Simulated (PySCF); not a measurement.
Where does ethylene carbonate take a proton?

Parent: `O=C1OCCO1` (C3H4O3). Numbering: `[O:1]=[C:2]1[O:3][CH2:4][CH2:5][O:6]1` These are map numbers, not IUPAC locants.

Level of theory: ωB97X-D3(BJ)/def2-TZVP single points in PySCF, grid level 2; every species was optimised with PBE0-D3(BJ)/def2-SVP. Thermal corrections: PBE0-D3(BJ)/def2-SVP frequencies, unscaled, ideal gas at 298.15 K and 1 bar, quasi-RRHO entropy.

| site | product | PA / kcal/mol | GB / kcal/mol | gas share | above best in 1,4-dioxane / kcal/mol |
| --- | --- | --- | --- | --- | --- |
| O1 (carboxyl C=O oxygen) | `[OH+]=C1OCCO1` | 197.4 | 190.4 | > 99.9 % | 0.00 |
| O3 (ester-type oxygen) | `O=C1OCC[OH+]1` | 170.2 | 163.5 | < 0.1 % | 24.49 |

PA is −ΔH and GB is −ΔG of B + H⁺ → BH⁺ in the gas phase. Shares are Boltzmann weights among the listed products; an error of 10 kJ/mol changes a ratio about 56-fold. Sites whose products fell apart, merged with another or lost in a GFN2-xTB screen aren't listed. Values in solvent are IEF-PCM free energies relative to the most favourable product.

Of the listed sites O1 (carboxyl C=O oxygen) is favoured in the gas phase, 26.9 kcal/mol ahead of O3 in free energy.

In 1,4-dioxane the product from O1 is solvated 30.1 kcal/mol more strongly than the parent (electrostatics only).

Measured values (NIST Chemistry WebBook, evaluated or the median of agreeing entries): proton affinity (−ΔH) 814 kJ/mol (computed 826, difference 12); gas-phase basicity (−ΔG) 784 kJ/mol (computed 797, difference 12). These are compared with the most favourable site that keeps the skeleton.

Differences come from unrounded values, so a last digit can differ from that of the printed terms.
